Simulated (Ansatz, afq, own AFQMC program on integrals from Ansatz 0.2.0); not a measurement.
# P, sextet in cc-pVTZ, levels against full CI

A free P atom.

Basis cc-pVTZ. Only valence electrons are correlated. AFQMC by an in-house program on the Cholesky factors that Ansatz 0.2.0 writes for its CCSD(T) run. ph-AFQMC/CISD is guided by a CISD state made of CCSD amplitudes; releasing the constraint for a short imaginary time cuts its bias at the price of noise, slowly where states lie close. ± is one standard error of the sampling.

Determinant: UHF, the one that the program's search chose, which needn't be the lowest solution.

Full CI on the same integrals is exact in this basis and with this determinant's frozen core.

Cautions: another spin lies lower (by 16.98 eV); in this basis the state lies above a state of the ion, a sign that the basis lacks the diffuse functions it needs, so its energy is an artefact of the basis.

```
T1 diagnostic                               : 0.0078
weight of the determinant in the CISD state : 0.979
⟨S²⟩ of the determinant                     : 8.750
size of the correlated space                : 5 electrons in 29 orbitals
```

| level | correlation energy (eV) |
| --- | --- |
| MP2 | -0.6920 |
| CCSD | -0.9249 |
| CCSD(T) | -0.9347 |

Estimate where phaseless AFQMC with a CISD trial lies against CCSD(T) on the same integrals.

0.3 ± 0.05 kJ/mol below CCSD(T).

Reference: full CI, correlation energy -0.938 eV. The released energy is read at 2.40 1/Eh (meV from the phaseless value at times in 1/Eh: 0.66 ± 0.25 at 0.24, 0.4 ± 0.3 at 0.51, 0.05 ± 0.25 at 0.99, 5 ± 5 at 1.62, -0.1 ± 0.3 at 2.40).

```tsv
level	E − E(reference) (kJ/mol)	share of correlation (%)
CCSD(T)	0.3	99.69
CCSDT	0.0	99.99
CCSDT(Q)	0.0	100.00
CCSDTQ	0.0	100.00
ph-AFQMC/CISD	0.0 ± 0.05	100.01
released AFQMC	0.0 ± 0.03	100.02
```

CCSDT and higher add their correlation energy to the determinant of the CCSD(T) run, since their own runs factorise the integrals more tightly (a shift of under 2 meV). A walk keeps the symmetry of its determinant, which the program's search chose and which needn't be the lowest solution, so a lower state of the same spin and another symmetry isn't excluded. Released energies are given only where the last usable release times agree within the noise; a slower fall can still hide under it.
